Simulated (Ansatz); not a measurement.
Geometry optimisation, RKS CAM-B3LYP-D4/def2-SVP (Ansatz).

The input (input.yaml):

```yaml
crystal:
  periodic: [false, false, false]
  atoms:
    - { symbol: B, position_ang: [0.0, 0.0, 0.0] }
    - { symbol: C, position_ang: [1.0599, 0.0, 1.4549] }
    - { symbol: H, position_ang: [0.0603, -0.3092, 1.8254] }
    - { symbol: H, position_ang: [1.8275, -0.7111, 1.8254] }
    - { symbol: H, position_ang: [1.2919, 1.0203, 1.8254] }
    - { symbol: H, position_ang: [1.3894, 0.0, -0.0408] }
    - { symbol: H, position_ang: [-1.0305, 0.0, -0.595] }
basis:
  gaussian: { orbitals: def2-SVP }
hamiltonian:
  xc: cam_b3lyp
  dispersion: d4
relax:
  f_tol: 0.15
  max_steps: 25
  restrain:
    - { distance: [1, 5], at: 1.11, k: 30.0 }
    - { distance: [0, 1], at: 2.8, k: 30.0 }
    - { distance: [0, 5], at: 2.39, k: 30.0 }
output:
  orbitals: {}
```

Run as:

```bash
$ ansatz run input.yaml --threads 1 --pin off --max-ram 2048MiB --backend cpu --events-out ev --progress --plain --runs-dir out
```

Task: Where does it end, and by what steps?

Result: It converged. The restraints hold the end off the free minimum. After 10 steps the energy has fallen by 1.361 eV (the restraints' own energy left out); B1 moved furthest, 0.98 Å. Parted: B1–C2 (1.80 → 2.81 Å). Joined: C2–H6 (1.53 → 1.10 Å).

| step | energy less start (eV) | largest force component (eV/Å) | accepted |
| --- | --- | --- | --- |
| 0 | 0.0000 | 6.854 | yes |
| 1 | 2.2032 | 11.345 | yes |
| 2 | 3.6625 | 11.774 | yes |
| 3 | 1.8629 | 11.078 | yes |
| 4 | -0.0187 | 2.409 | yes |
| 5 | -0.8020 | 1.273 | yes |
| 6 | -1.1451 | 0.775 | yes |
| 7 | -1.2672 | 1.073 | yes |
| 8 | -1.3270 | 0.525 | yes |
| 9 | -1.3454 | 0.334 | yes |
| 10 | -1.3608 | 0.183 | yes |

```xyz
7
Properties=species:S:1:pos:R:3
B -0.390 -0.276 -0.851
C 1.212 -0.023 1.443
H 0.254 -0.557 1.490
H 1.929 -0.549 2.085
H 1.072 1.003 1.806
H 1.617 -0.011 0.416
H -1.094 0.414 -0.093
```

Run time: 15 s on 1 thread of Arm Neoverse V1 (shared host), peak memory 0.11 GiB.
